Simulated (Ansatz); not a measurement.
Si(NH2)2H2 (SiN2H6). Charge 0, multiplicity 3. Geometry PBE-D4/def2-TZVP, that of the neutral singlet; atoms count from 1.

| atom | x (Å) | y (Å) | z (Å) |
| --- | --- | --- | --- |
| Si1 | -0.427 | 0.155 | 0.311 |
| N2 | -0.458 | -1.038 | -0.937 |
| H3 | -0.222 | -0.792 | -1.894 |
| H4 | -1.142 | -1.786 | -0.899 |
| N5 | 1.180 | 0.772 | 0.414 |
| H6 | 1.960 | 0.161 | 0.640 |
| H7 | 1.335 | 1.718 | 0.750 |
| H8 | -0.971 | -0.584 | 1.500 |
| H9 | -1.254 | 1.394 | 0.115 |

At PBE0-D4/def2-TZVP a singlet of charge 0 lies 6.25 eV below the triplet at the same geometry.

Problem. Estimate the Mulliken populations from the PBE0/def2-TZVP orbitals of Ansatz.

Solution. 
| atom | charge (e) | spin (α − β) |
| --- | --- | --- |
| Si1 | -0.03 | 0.54 |
| N2 | -0.61 | 0.01 |
| H3 | 0.24 | 0.01 |
| H4 | 0.25 | 0.01 |
| N5 | 0.41 | 0.39 |
| H6 | -0.14 | 0.47 |
| H7 | -0.17 | 0.49 |
| H8 | 0.04 | 0.09 |
| H9 | 0.00 | 0.00 |
Mulliken values depend strongly on the basis.

Problem. Where does the spin sit?

Solution. Summed by element: Si 0.54, N 0.40, H 1.06, of 2 unpaired in all. Largest on single atoms: Si1 0.54, H7 0.49, H6 0.47.

Problem. And the Mayer bond orders between heavy atoms (over 0.3)?

Solution. Si1–N2 1.15 (1.73 Å).
